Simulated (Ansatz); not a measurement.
**A cut through the energy surface**

MgH2O2 (SMILES [OH][Mg][OH]), singlet, at its PBE0-D4/def2-TZVP minimum:

| atom | x (Å) | y (Å) | z (Å) |
| --- | --- | --- | --- |
| O1 | -1.6201 | -0.0457 | -0.6877 |
| Mg2 | 0.0102 | -0.0176 | -0.0087 |
| O3 | 1.6412 | 0.0031 | 0.6691 |
| H4 | -2.5651 | -0.1117 | -0.6623 |
| H5 | 2.5838 | 0.0982 | 0.6482 |

The bond length O1–Mg2 (1.766 Å at the minimum) is set to the values below, the two halves moving rigidly along the bond. Each method's energies count from its own value at the PBE0-D4 minimum structure. Computed with Ansatz 0.2.0 (basis: def2-TZVPP); correlated methods freeze the cores. The outer core shell of Li, Na, Mg and K is correlated. The def2 sets are not built for correlating such inner shells, so the correlated values are less sure here. B3LYP uses VWN-RPA correlation.

```json
{"bond length (Å)": "1.519", "CCSD(T) (kcal/mol)": "25.05", "MP2 (kcal/mol)": "25.50", "PBE-D4 (kcal/mol)": "26.15"}
{"bond length (Å)": "1.571", "CCSD(T) (kcal/mol)": "14.26", "MP2 (kcal/mol)": "14.62", "PBE-D4 (kcal/mol)": "15.18"}
{"bond length (Å)": "1.647", "CCSD(T) (kcal/mol)": "4.73", "MP2 (kcal/mol)": "4.94", "PBE-D4 (kcal/mol)": "5.32"}
{"bond length (Å)": "1.736", "CCSD(T) (kcal/mol)": "0.30", "MP2 (kcal/mol)": "0.35", "PBE-D4 (kcal/mol)": "0.45"}
{"bond length (Å)": "1.835", "CCSD(T) (kcal/mol)": "0.99", "MP2 (kcal/mol)": "0.88", "PBE-D4 (kcal/mol)": "0.65"}
{"bond length (Å)": "1.941", "CCSD(T) (kcal/mol)": "5.81", "MP2 (kcal/mol)": "5.54", "PBE-D4 (kcal/mol)": "4.94"}
{"bond length (Å)": "2.054", "CCSD(T) (kcal/mol)": "13.60", "MP2 (kcal/mol)": "13.18", "PBE-D4 (kcal/mol)": "12.14"}
{"bond length (Å)": "2.172", "CCSD(T) (kcal/mol)": "23.23", "MP2 (kcal/mol)": "22.69", "PBE-D4 (kcal/mol)": "21.10"}
{"bond length (Å)": "2.296", "CCSD(T) (kcal/mol)": "33.98", "MP2 (kcal/mol)": "33.36", "PBE-D4 (kcal/mol)": "31.03"}
```

Minimum and curvature along this coordinate at CCSD(T): A fifth-order fit through the nearest points gives 1.769 Å, with a curvature of about 22 eV/Å².

**Question.** Treat the two halves as rigid bodies and work out the harmonic wavenumber of this stretch from that curvature (ν̃ = 521.5 √(k/μ) cm⁻¹ with k in eV/Å² and μ in u).

**Answer.** The halves weigh 17.01 and 41.31 u, so μ = 17.01 × 41.31/58.32 = 12.049 u and ν̃ = 521.5 √(22/12.049) ≈ 700 cm⁻¹. A true normal mode mixes in other motions, so this is a guide only.

Largest difference from the CCSD(T) curve over the scan: r2SCAN-D4 0.38; PBE0-D4 0.61; B3LYP-D4 0.70; wB97M-V 0.44 kcal/mol. Each curve counts from its own value at the minimum.

No T1 diagnostic of these runs exceeds 0.014.

For scale, one of the runs: CCSD(T)/def2-TZVPP, 122 basis functions (an equivalent command: `ansatz run in.yaml --threads 2`). Hardware: 2 CPU threads, shared host. Wall time 8 s; peak host memory 0.66 GiB.
